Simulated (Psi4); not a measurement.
# AlH2F (SMILES [H][Al]([H])[F]): TPSS/def2-TZVPP

Aim: the vertical ionisation energy of AlH2F at TPSS/def2-TZVPP, from 2 runs. 

Program for the calculation: Psi4 1.11.

### 1 The structure to begin with

The species is AlH2F (4 atoms), meant as a singlet with charge 0. As SMILES, `[H][Al]([H])[F]`. The shape comes from GFN2-xTB, which is rough for such elements, and wasn't checked as a minimum.

Bond lengths: Al1–F4 1.642 Å, Al1–H2 1.528 Å, Al1–H3 1.528 Å. Angles: H2–Al1–F4 119.2°, H3–Al1–F4 119.2°, H2–Al1–H3 121.7°.

### 2 Energy and gradient at TPSS/def2-TZVPP

Input file alfh2.json:

```json
{
 "schema_name": "qcschema_input",
 "schema_version": 1,
 "molecule": {
  "schema_name": "qcschema_molecule",
  "schema_version": 2,
  "symbols": ["Al", "H", "H", "F"],
  "geometry": [0.03703863, 0.06175625, 0.00177634, 2.92323624, -0.03376941, 0.02660734, -1.39648871, 2.56779765, -0.03669848, -1.56378616, -2.5957845, 0.00831479],
  "molecular_charge": 0,
  "molecular_multiplicity": 1,
  "fix_symmetry": "c1",
  "fix_com": true,
  "fix_orientation": true
 },
 "driver": "gradient",
 "model": {
  "method": "tpss",
  "basis": "def2-TZVPP"
 },
 "keywords": {
  "puream": true,
  "e_convergence": 1e-09,
  "d_convergence": 1e-08,
  "scf_type": "pk",
  "dft_radial_points": 99,
  "dft_spherical_points": 590,
  "scf_properties": ["QUADRUPOLE", "WIBERG_LOWDIN_INDICES", "MAYER_INDICES"]
 }
}
```

Launch:

```bash
psi4 --qcschema alfh2.json -n 1 --memory 1600MB
```

stdout:

```text
[...]
  Running in c1 symmetry.
[...]
  Nuclear repulsion =   50.398213586904838
[...]
  Multiplicity = 1
[...]
  Nalpha       = 12
  Nbeta        = 12
[...]
    Number of basis functions: 101
[...]
   @RKS iter   1:  -343.50607843758888   -4.14298e-01   5.66319e-03 ADIIS/DIIS
[...]
   @RKS iter  10:  -343.61077485995202   -2.50111e-12   1.77950e-09 DIIS
[...]
    Orbital Energies [Eh]
    ---------------------
    Doubly Occupied:
       1A    -55.624762     2A    -24.376928     3A     -3.993893
       4A     -2.568986     5A     -2.560567     6A     -2.557691
       7A     -1.072704     8A     -0.419820     9A     -0.359214
      10A     -0.358964    11A     -0.348692    12A     -0.282978
[...]
  @RKS Final Energy:  -343.61077485995202
   => Energetics <=
    Nuclear Repulsion Energy =             50.3982135869048378
    One-Electron Energy =                -578.5280694692224870
    Two-Electron Energy =                 214.4872575319884334
    DFT Exchange-Correlation Energy =     -29.9681765096228432
    Empirical Dispersion Energy =           0.0000000000000000
    VV10 Nonlocal Energy =                  0.0000000000000000
    Total Energy =                       -343.6107748599520164
[...]
 Multipole Moments:
 ------------------------------------------------------------------------------------
     Multipole            Electronic (a.u.)      Nuclear  (a.u.)        Total (a.u.)
 ------------------------------------------------------------------------------------
 L = 1.  Multiply by 2.5417464519 to convert [e a0] to [Debye]
 Dipole X            :         12.2879494          -12.0658257            0.2221237
 Dipole Y            :         20.3943315          -20.0252010            0.3691304
 Dipole Z            :         -0.0860971            0.0878344            0.0017373
 Magnitude           :                                                    0.4308123
 L = 2.  Multiply by 1.3450342976 to convert [e a0^2] to [Debye ang]
 Quadrupole XX       :        -48.4518653           32.5221694          -15.9296959
 Quadrupole XY       :        -33.5030489           32.8783863           -0.6246627
[...]
  -Total Gradient:
     Atom            X                  Y                   Z
    ------   -----------------  -----------------  -----------------
       1       -0.001252538194    -0.001922869423     0.000113731019
       2       -0.014222025014     0.003040624022    -0.000196443101
       3        0.009383424148    -0.011230296330     0.000150063914
       4        0.006097266550     0.010122759899    -0.000067191170
[...]
```

The result, in JSON:

```text
{
 "driver": "gradient",
 "model": {
  "method": "tpss",
  "basis": "def2-TZVPP"
 },
 "success": true,
 "return_result": [-0.0012525381939574795, -0.0019228694233802968, 0.00011373101936659497, -0.01422202501374037, 0.003040624021867714, -0.00019644310117352933, 0.00938342414840012, -0.011230296330324227, 0.00015006391441351363, 0.0060972665495196005, 0.010122759898748668, -6.719117036145837e-05],
 "properties": {
  "calcinfo_nbasis": 101,
  "calcinfo_nmo": 101,
  "calcinfo_nalpha": 12,
  "calcinfo_nbeta": 12,
  "calcinfo_natom": 4,
  "nuclear_repulsion_energy": 50.39821358690484,
  "return_energy": -343.610774859952,
  "return_gradient": [-0.0012525381939574795, -0.0019228694233802968, 0.00011373101936659497, -0.01422202501374037, 0.003040624021867714, -0.00019644310117352933, 0.00938342414840012, -0.011230296330324227, 0.00015006391441351363, 0.0060972665495196005, 0.010122759898748668, -6.719117036145837e-05],
  "scf_one_electron_energy": -578.5280694692225,
  "scf_two_electron_energy": 214.48725753198843,
  "scf_xc_energy": -29.968176509622843,
  "scf_dipole_moment": [0.22212365019107772, 0.3691304476019539, 0.00173732658039491],
  "scf_total_energy": -343.610774859952,
  "scf_total_gradient": [-0.0012525381939574795, -0.0019228694233802968, 0.00011373101936659497, -0.01422202501374037, 0.003040624021867714, -0.00019644310117352933, 0.00938342414840012, -0.011230296330324227, 0.00015006391441351363, 0.0060972665495196005, 0.010122759898748668, -6.719117036145837e-05],
  "scf_iterations": 10
 }
}
```

Wall time 29 s (1 thread of Intel Xeon 6975P-C (Granite Rapids), shared host); peak memory 0.76 GiB.

### 3 The doublet cation: a single-point energy at UTPSS/def2-TZVPP

Input file run.py:

```python
import numpy as np
from ase.calculators.psi4 import Psi4
from ase import Atoms

atoms = Atoms(['Al', 'H', 'H', 'F'], positions=[
    [0.019600, 0.032680, 0.000940],
    [1.546910, -0.017870, 0.014080],
    [-0.738990, 1.358820, -0.019420],
    [-0.827520, -1.373630, 0.004400],
])
calc = Psi4(atoms=atoms, method='tpss', basis='def2-TZVPP', memory='1600MB', num_threads=1, charge=1, multiplicity=2, label='alfh2', reference='uks')
calc.psi4.set_options({'puream': True, 'e_convergence': 1e-09, 'd_convergence': 1e-08, 'scf_type': 'pk', 'dft_radial_points': 99, 'dft_spherical_points': 590, 'maxiter': 200})
atoms.calc = calc

print(f'energy: {atoms.get_potential_energy():.6f} eV')
```

Launch:

```bash
python run.py
```

alfh2.dat:

```text
[...]
  Running in c1 symmetry.
[...]
  Nuclear repulsion =   50.398213572615205
[...]
  Multiplicity = 2
[...]
  Nalpha       = 12
  Nbeta        = 11
[...]
    Number of basis functions: 101
[...]
   @UKS iter   1:  -343.10715231204836   -1.53719e-02   5.28768e-03 DIIS/ADIIS
[...]
   @UKS iter  13:  -343.19618888313948   -3.18323e-12   1.80566e-09 DIIS
[...]
   @S^2 Observed:                7.624561703E-01
[...]
    Orbital Energies [Eh]
    ---------------------
    Alpha Occupied:
       1A    -55.941545     2A    -24.648592     3A     -4.307455
       4A     -2.880546     5A     -2.875779     6A     -2.872462
       7A     -1.335394     8A     -0.718392     9A     -0.647630
      10A     -0.640389    11A     -0.610291    12A     -0.608461
    Alpha Virtual:
      13A     -0.313530    14A     -0.263180    15A     -0.232220
      16A     -0.139611    17A     -0.122135    18A     -0.112500
      19A     -0.069993    20A     -0.042898    21A     -0.027830
      22A     -0.013477    23A      0.032608    24A      0.075165
      25A      0.097346    26A      0.147009    27A      0.178634
[...]
  @UKS Final Energy:  -343.19618888313948
   => Energetics <=
    Nuclear Repulsion Energy =             50.3982135726152052
    One-Electron Energy =                -571.5318492150886414
    Two-Electron Energy =                 207.5769167277974532
    DFT Exchange-Correlation Energy =     -29.6394699684634446
    Empirical Dispersion Energy =           0.0000000000000000
    VV10 Nonlocal Energy =                  0.0000000000000000
    Total Energy =                       -343.1961888831394845
[...]
 Multipole Moments:
 ------------------------------------------------------------------------------------
     Multipole            Electronic (a.u.)      Nuclear  (a.u.)        Total (a.u.)
 ------------------------------------------------------------------------------------
 L = 1.  Multiply by 2.5417464519 to convert [e a0] to [Debye]
 Dipole X            :         -0.4588182            1.5211152            1.0622971
 Dipole Y            :         -0.7620268            2.5246823            1.7626555
 Dipole Z            :          0.0065904           -0.0100376           -0.0034472
 Magnitude           :                                                    2.0580188
[...]
```

Standard output:

```text
energy: -9338.843978 eV
```

Wall time 40 s (1 thread of Intel Xeon 6975P-C (Granite Rapids), shared host); peak memory 0.78 GiB.

### 4 Outcome

Level: TPSS/def2-TZVPP.

```
                                          quantity          value
                       singlet AlH2F: total energy  -343.61077 Eh
                      singlet AlH2F: dipole moment         1.10 D
                        singlet AlH2F: HOMO energy       -7.70 eV
                        singlet AlH2F: LUMO energy       -1.88 eV
                      singlet AlH2F: HOMO–LUMO gap        5.82 eV
           singlet AlH2F: largest force on an atom     0.753 eV/Å
                      doublet cation: total energy  -343.19619 Eh
doublet cation: HOMO energy (highest over α and β)      -16.49 eV
 doublet cation: LUMO energy (lowest over α and β)      -14.81 eV
                              doublet cation: ⟨S²⟩          0.762
vertical ionisation energy (to the doublet cation)      11.281 eV
```

In words: The vertical ionisation energy comes to 11.28 eV (260 kcal/mol). The largest force (singlet AlH2F) is 0.75 eV/Å: the shape isn't a stationary point for this species at this level. The negative HOMO energy of the first species, 7.70 eV, lies 3.58 eV below that difference.
